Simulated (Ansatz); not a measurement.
in.yaml

```yaml
crystal:
  periodic: [false, false, false]
  atoms:
    - {symbol: B, position_ang: [0.000000, 0.000000, 0.000000]}
    - {symbol: F, position_ang: [0.000000, 0.000000, 2.728000]}
basis:
  gaussian: {orbitals: 6-31G, occupation: {up: {"A1": 5, "B1": 1, "B2": 1}, down: {"A1": 5, "B2": 1}}}
total_charge: 1
magnetization: {spin_polarized: false, initial_magnetization: 1}
correlation: {method: fci, electrons: outside_noble_gas}
```

```sh
$ ansatz run in.yaml --threads 1 --pin off --events-out ev --progress --plain --max-ram 2393MiB
```

Problem. Roughly how long does this take on 1 thread of Intel Xeon 6975P-C, shared host, and how much host memory?

Solution. 6 s wall and 0.28 GiB.

```
323 factors; integrals over basis functions are off by at most 6.4e-8 eV
mean field evaluation 1: about -3361.6162 eV, gradient 3.0e1 eV
mean field evaluation 2: about -3363.2795 eV, gradient 7.7e-1 eV
mean field evaluation 4: about -3363.2845 eV, gradient 6.3e-2 eV
mean field evaluation 8: about -3363.2845 eV, gradient 2.9e-6 eV
mean field -3363.28448958 eV, -123.5984252761 hartree, gradient 2.9e-6 eV, S^2 0.750000; 0 other end points of the search recorded, 0 dependent functions left out
mean field evaluation 16: about -3363.1694 eV, gradient 5.6e0 eV
mean field evaluation 32: about -3363.2393 eV, gradient 3.6e-1 eV
mean field evaluation 64: about -3358.2848 eV, gradient 9.3e0 eV
mean field evaluation 96: about -3363.0972 eV, gradient 7.6e-2 eV
2 core orbitals not correlated: weight in the atoms' cores, before any rotation towards them, 1.000 or more for the frozen orbitals, at most 0.000 for the correlated occupied ones
reference -3363.28448958 eV, -123.5984252761 hartree; 5, 4 occupied and 11, 12 virtual orbitals, 323 factors
state -3367.26967243 eV, -123.7448780446 hartree
Total energy: -3367.26967243 eV, -123.7448780446 hartree
```

Natural occupations: 1.9917 1.9859 1.9840 1.8332 0.9951 0.0565 0.0564 0.0547 0.0136 0.0136 0.0082 0.0058 0.0012 0.0001 0.0000 0.0000.
